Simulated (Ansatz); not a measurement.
Relaxation of CH4BF (7 atoms, charge 0, multiplicity 1), to a largest force component of 0.03 eV/Å in at most 50 steps.

Method: Ansatz 0.2.0, RKS PBE/def2-SVP.

```xyz
7
Properties=species:S:1:pos:R:3
B -0.268 0.408 -0.873
C 1.213 -0.105 1.465
H 0.316 -0.703 1.709
H 2.010 -0.332 2.201
H 0.975 0.975 1.516
H 1.575 -0.352 0.447
F -1.336 0.109 -0.234
```

Where does it end, and by what steps?

The run converged. After 6 steps the energy has fallen by 0.128 eV; B1 moved furthest, 0.72 Å.

```json
{"step": "0", "energy less start (eV)": "0.0000", "largest force component (eV/Å)": "0.364", "accepted": "yes"}
{"step": "1", "energy less start (eV)": "-0.0682", "largest force component (eV/Å)": "0.671", "accepted": "yes"}
{"step": "2", "energy less start (eV)": "-0.1116", "largest force component (eV/Å)": "0.420", "accepted": "yes"}
{"step": "3", "energy less start (eV)": "-0.1230", "largest force component (eV/Å)": "0.166", "accepted": "yes"}
{"step": "4", "energy less start (eV)": "-0.1264", "largest force component (eV/Å)": "0.058", "accepted": "yes"}
{"step": "5", "energy less start (eV)": "-0.1272", "largest force component (eV/Å)": "0.164", "accepted": "yes"}
{"step": "6", "energy less start (eV)": "-0.1283", "largest force component (eV/Å)": "0.005", "accepted": "yes"}
```

```xyz
7
Properties=species:S:1:pos:R:3
B -0.723 0.437 -1.426
C 1.333 -0.128 1.613
H 0.431 -0.732 1.825
H 2.126 -0.383 2.340
H 1.086 0.947 1.702
H 1.691 -0.341 0.588
F -1.458 0.200 -0.411
```

The run took 9.6 s on 1 thread of Arm Neoverse V1, with other jobs on the host, peak memory 0.12 GiB.
